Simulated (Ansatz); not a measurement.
**1T (CdI2-type) PtSe₂**

These are PBE-D3(BJ) (Ansatz, an electronic-structure program, PAW) values and carry that method's errors.

Cell: relaxed at this level.

```json
{
  "interlayer_binding_energy": "41.1 meV/Å²",
  "layer_repeat_distance": "4.823 Å",
  "gap_between_the_layers": "2.263 Å"
}
```

Spin–orbit coupling is not included.

Computed values are for the static lattice.

Computing time: very roughly 2.4 core-minutes.
